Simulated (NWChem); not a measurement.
**AlH3 (SMILES [AlH3]) at HF/def2-TZVPPD**

What is the vertical singlet–triplet gap of AlH3 at HF/def2-TZVPPD? 

Program for the calculation: NWChem 7.3.0.

## (1) Starting point

AlH3 has 4 atoms, charge 0, and is taken as a singlet. As SMILES, `[AlH3]`. The coordinates come from a PBE0-D4/def2-TZVP relaxation.

Bond lengths: Al1–H2 1.586 Å, Al1–H3 1.586 Å, Al1–H4 1.586 Å. Angles: H2–Al1–H3 120.0°, H2–Al1–H4 120.0°, H3–Al1–H4 120.0°.

## (2) Energy and gradient at HF/def2-TZVPPD

Contents of nw.nw:

```
echo
start nw
memory stack 880 mb heap 220 mb global 1100 mb
charge 0
geometry units angstrom noautosym nocenter noautoz
   Al     0.013700    -0.014800    -0.005100
   H      0.633200     0.670900     1.283600
   H     -1.340800    -0.832000     0.105100
   H      0.749400     0.115700    -1.403900
end
basis spherical bse
   Al library def2-TZVPPD
   H library def2-TZVPPD
end
scf
   singlet
   rhf
   thresh 1e-08
   maxiter 80
end
task scf gradient
```

Started as:

```sh
nwchem nw.nw > nw.out
```

Output:

```text
[...]
  functions       =    99
[...]
  wavefunction    = RHF
[...]
         Total SCF energy =   -243.641943878583
      One-electron energy =   -365.653232399077
      Two-electron energy =    108.419096721019
 Nuclear repulsion energy =     13.592191799475
        Time for solution =      7.9s
[...]
                         RHF ENERGY GRADIENTS
    atom               coordinates                        gradient
                 x          y          z           x          y          z
   1 Al      0.025889  -0.027968  -0.009638   -0.000038   0.000034   0.000010
   2 H       1.196574   1.267817   2.425652    0.000937   0.001016   0.001933
   3 H      -2.533745  -1.572252   0.198610   -0.002016  -0.001234   0.000165
   4 H       1.416161   0.218641  -2.652986    0.001117   0.000184  -0.002109
[...]
```

It took 12 s on 1 thread of AMD EPYC 7R43 (Zen 3), shared host; peak memory 0.11 GiB.

## (3) The triplet: the energy at UHF/def2-TZVPPD

Contents of a.nw:

```
start a
title "AlH3"
memory total 2200 mb

geometry units angstroms noautosym nocenter noautoz
   Al     0.013700    -0.014800    -0.005100
   H      0.633200     0.670900     1.283600
   H     -1.340800    -0.832000     0.105100
   H      0.749400     0.115700    -1.403900
end

basis "ao basis" spherical bse
   * library def2-TZVPPD
end

scf
   nopen 2
   uhf
   thresh 1e-08
   maxiter 80
end

task scf energy
```

Started as:

```sh
nwchem a.nw > a.out
```

Output:

```text
[...]
  functions       =    99
[...]
  wavefunction    = UHF
[...]
         Total SCF energy =   -243.457000726127
      One electron energy =   -365.152787256561
      Two electron energy =    108.103594730959
 Nuclear repulsion energy =     13.592191799475
                       Sz =      1.0000
                 Sz(Sz+1) =      2.0000
                      S^2 =      2.0060
[...]
```

It took 30 s on 1 thread of AMD EPYC 7R43 (Zen 3), shared host; peak memory 0.1 GiB.

## (4) Results

At HF/def2-TZVPPD:

```
                                        quantity          value
                           singlet: total energy  -243.64194 Eh
                          singlet: dipole moment         0.00 D
                            singlet: HOMO energy      -11.75 eV
                            singlet: LUMO energy        0.89 eV
                          singlet: HOMO–LUMO gap       12.63 eV
               singlet: largest force on an atom     0.123 eV/Å
                           triplet: total energy  -243.45700 Eh
                          triplet: dipole moment         2.39 D
     triplet: HOMO energy (highest over α and β)       -6.09 eV
      triplet: LUMO energy (lowest over α and β)       -2.99 eV
                                   triplet: ⟨S²⟩          2.006
vertical energy of the triplet above the singlet       5.033 eV
```

What this shows: At this shape the triplet lies 5.03 eV (486 kJ/mol) above the singlet. Mulliken charges (singlet) run from -0.25 on H2 to +0.76 on Al1; in a basis this large or diffuse they mean little. Mulliken charges (triplet) run from -0.18 on H2 to +0.25 on Al1; in a basis this large or diffuse they mean little.
